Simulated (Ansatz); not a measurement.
**AlO2+ (triplet): from Hartree-Fock to the top rungs, cc-pVDZ**

How much of the correlation energy of AlO2+ (triplet) does each wave-function method recover here?

Computed with Ansatz 0.2.0, Gaussian basis. Level: cc-pVDZ, core rule «outside noble gas», up to 7 orbitals frozen.

Plan: UHF; CCSD(T) on ROHF; CCSD(T) on UHF; BCCD(T) on ROHF; CISD; CCSDT(Q) on ROHF; CCSDT(Q) on UHF.

38 further runs of the same task are left out: 17 for a known fault of the program, 11 that didn't finish, 10 set aside as unsound or not needed.

## 1. The system

The geometry is a PBE0/def2-TZVP stationary point (not a proven minimum) of the parent state, kept for this charge and spin.

3 atoms, charge 1, spin multiplicity 3.

Atoms are counted from 1 here; the program's logs count them from 0.

Bond lengths: O1–Al2 1.782 Å, Al2–O3 1.782 Å. Angles: O1–Al2–O3 180.0°.

## 2. UHF

Contents of in.yaml:

```yaml
crystal:
  periodic: [false, false, false]
  atoms:
    - {symbol: O, position_ang: [0.000000, 0.000000, 1.781800]}
    - {symbol: Al, position_ang: [0.000000, 0.000000, 0.000000]}
    - {symbol: O, position_ang: [0.000000, 0.000000, -1.781800]}
basis:
  gaussian: {orbitals: cc-pVDZ}
total_charge: 1
magnetization: {spin_polarized: true, initial_magnetization: 2}
hamiltonian: {xc: hf}
output: {orbitals: {seedname: orbitals}}
```

Run with:

```
ansatz run in.yaml --threads 1 --pin off --events-out ev --progress --plain --max-ram 2393MiB
```

Further steps of the session: CCSD(T) on ROHF; CCSD(T) on UHF; BCCD(T) on ROHF; CISD; CCSDT(Q) on ROHF; CCSDT(Q) on UHF.

Q: Predict the results of all the runs planned. Wanted: UCCSDT(Q) below the RHF energy; RMP2 from UCCSDT(Q); UMP2 from UCCSDT(Q); RCCSD from UCCSDT(Q); RCCSD(T) from UCCSDT(Q); UCCSD(T) from UCCSDT(Q); RCCSDT(Q) from UCCSDT(Q); T1 diagnostic.

As calculated:

| quantity | value |
| --- | --- |
| UCCSDT(Q) below the RHF energy | -10.0731 eV |
| RMP2 from UCCSDT(Q) | +972.6 meV |
| UMP2 from UCCSDT(Q) | +972.1 meV |
| RCCSD from UCCSDT(Q) | +323.3 meV |
| RCCSD(T) from UCCSDT(Q) | +81.3 meV |
| UCCSD(T) from UCCSDT(Q) | +80.7 meV |
| RCCSDT(Q) from UCCSDT(Q) | +8.4 meV |
| levels within 1 kcal/mol (43 meV) | RCCSDT, UCCSDT, RCCSDT(Q) |
| T1 diagnostic | 0.028 |

**Reading.** RCCSD(T) misses by +81.3 meV, 0.8 % of the correlation energy. These misses are within one basis, not against nature; the frozen cores of restricted and unrestricted runs differ, which can shift their rows.
